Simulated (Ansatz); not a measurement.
Ideal-gas functions of C₂H₃ClO₂S, SMILES `OC(O)(Cl)C=S` at 298.15 K and 1 bar, from an Ansatz frequency run at PBE0-D4/def2-TZVP.

Molar mass 126.56 g/mol, point group C1 (symmetry number 1), electronic degeneracy 1, moments of inertia 143.129, 306.92, 356.996 u Å². Harmonic wavenumbers (cm⁻¹, unscaled): 104, 235, 264, 302, 325, 372, 430, 480, 598, 689, 871, 890, 1069, 1139, 1227, 1319, 1386, 1489, 3160, 3575, 3822.

Use S(trans) = R[1.5 ln M + 2.5 ln T − 1.1517]; rotational temperatures θ = 24.2544 K / I; S(rot) = R[ln(√π/σ · √(T³/θAθBθC)) + 1.5]; for each mode x = 1.438777 ν̃/T, S = R[x/(eˣ − 1) − ln(1 − e⁻ˣ)] and H = RT x/(eˣ − 1); 1 cm⁻¹ = 0.0119627 kJ/mol; R = 8.31446 J/(mol·K).

Task: By hand: the entropy, in J/(mol·K).

Result: Translation 169.2. Rotation: θ = 0.1695, 0.079, 0.0679 K, giving 117.4. Vibration, mode by mode: 14.13, 7.70, 6.84, 5.88, 5.38, 4.48, 3.59, 2.97, 1.90, 1.34, 0.66, 0.61, 0.30, 0.22, 0.15, 0.11, 0.08, 0.05, 0.00, 0.00, 0.00, in all 56.4. Electronic 0.0. Sum 343.0 J/(mol·K).

Task: By hand: H − E and G − E in kJ/mol, counted from the electronic energy.

Result: Zero-point energy ½ × 23746 × 0.0119627 = 142.0; thermal vibration 10.1; translation, rotation and pV give 4 RT = 9.9. H − E = 162.0 kJ/mol, and G − E = 162.0 − 298.15 × 343.0/1000 = 59.7 kJ/mol.

Vibration gives 16 % of the entropy, 14.1 J/(mol·K) of it from the mode under 150 cm⁻¹: soft modes count most, and the harmonic formula is weakest for them. The sum counts one conformer and one mirror image; others add a mixing term.
